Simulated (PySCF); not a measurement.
Static response to an electric field

Compound: N-methylformamide, C2H5NO.
Structure used (GFN2-xTB), in Å, numbered top down from 1:
```xyz
9
C2H5NO angstrom
C     -1.1003   -0.1413   -0.0034
N      0.1788    0.5255   -0.0587
C      1.3422   -0.1431    0.0332
O      1.4559   -1.3349    0.1671
H     -1.6887    0.2209    0.8413
H     -0.9050   -1.2051    0.1201
H     -1.6612    0.0192   -0.9258
H      0.1802    1.5264   -0.1689
H      2.2116    0.5384   -0.0301
```

Level: wB97X-D/def2-SVPD (PySCF), static field, nuclei fixed, core orbitals frozen in the response. The polarisability tensor in these axes (au):

```
x   44.71 -3.01  0.57
y   -3.01 40.48 -1.34
z    0.57 -1.34 28.94
```

Q: Diagonalise the tensor; give its mean and Δα, where Δα² is half the sum of the squared differences of the eigenvalues.

A: Principal values 28.78, 39.00 and 46.34 au; mean 38.04 au = 5.64 Å³ = 6.27 × 10⁻⁴⁰ C²·m²/J; Δα = 15.27 au (40 % of the mean).

Q: What is the dipole moment, and where does it point?

A: (-1.89, 3.58, -0.42) D, 4.07 D in size, pointing from the negative to the positive side. Measured along this direction, the outermost atoms are O4 at the negative end and H8 at the positive end.

Q: In TDDFT the mean static polarisability is Σ f/ω² over all singlet excitations (ω in hartree). How much of it do the 8 lowest give? Their energies (eV) and oscillator strengths: 5.90, 0.0012; 7.11, 0.0001; 7.40, 0.0733; 7.84, 0.2302; 8.21, 0.0242; 8.50, 0.0662; 8.83, 0.0045; 8.97, 0.0291.

A: They add up to 5.05 au, 13.3 % of the 38.04 au; the largest single term is 2.78 au, from the state at 7.84 eV. Terms in order: 0.03, 0.00, 0.99, 2.78, 0.27, 0.68, 0.04, 0.27 au. Higher excitations give the rest. The strengths listed sum to 0.429.

Q: Rayleigh depolarisation ratio (linearly polarised light, static tensor)?

A: ρ = 3Δα²/(45ᾱ² + 4Δα²) = 699.9/(65126 + 933.3) = 0.0106.

Q: Give the principal axes and the span of the nuclei along them.

A: Largest value along (0.88, -0.47, 0.07), where the nuclei span 3.46 Å; middle along (0.47, 0.88, -0.09), 3.01 Å; least along (-0.02, 0.11, 0.99), 1.78 Å. The response follows the extents in order.

Q: In a dilute gas of rigid molecules at 273 K, how does the orientational term μ²/3kT compare with the electronic polarisability?

A: In Gaussian units μ²/3kT = 146.65 Å³ against 5.64 Å³, a ratio of 26.01; the Debye molar polarisation (4π/3)N_A(α + μ²/3kT) is 384.1 cm³/mol, leaving out the vibrational part.

Q: Molar refractivity from α?

A: Lorentz–Lorenz: R = (4π/3)N_A α = 2.5225 cm³/(mol·Å³) × 5.64 Å³ = 14.2 cm³/mol, in the limit of long wavelengths.

Geometry: GFN2-xTB, one conformer, isolated molecule.
